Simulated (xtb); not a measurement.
xtb input (GFN2-xTB):

```bash
xtb mol.xyz --gfn 2 --ohess tight --chrg 1 --uhf 0
```
mol.xyz:
```
11

C      0.04883600    -0.20415467     1.21833973
N      0.04613395     0.61521007    -0.03771370
C     -0.01734891    -0.21683350    -1.24314995
H      0.84192036    -0.96571154     1.21481560
H      0.07602294     0.43957415     2.07481874
H     -0.93091708    -0.78980565     1.26883287
H      0.87523562     1.22077138     0.01180011
H      0.85684924    -0.96376959    -1.28208671
H      0.06610088     0.43652542    -2.10495204
H     -0.90474199    -0.75340449    -1.29478370
H     -0.82416901     1.19382898    -0.00506382
```

End of the output:

```
optimized geometry written to: xtbopt.xyz

           -------------------------------------------------
          | TOTAL ENERGY              -10.841436635647 Eh   |
          | TOTAL ENTHALPY            -10.732388528781 Eh   |
          | TOTAL FREE ENERGY         -10.762888008812 Eh   |
          | GRADIENT NORM               0.000115274555 Eh/α |
          | HOMO-LUMO GAP              11.176127810462 eV   |
           -------------------------------------------------

------------------------------------------------------------------------
------------------------------------------------------------------------
 total:
 SCF:
 ANC optimizer:
 analytical hessian:
```

It need not be the lowest isomer of its formula.
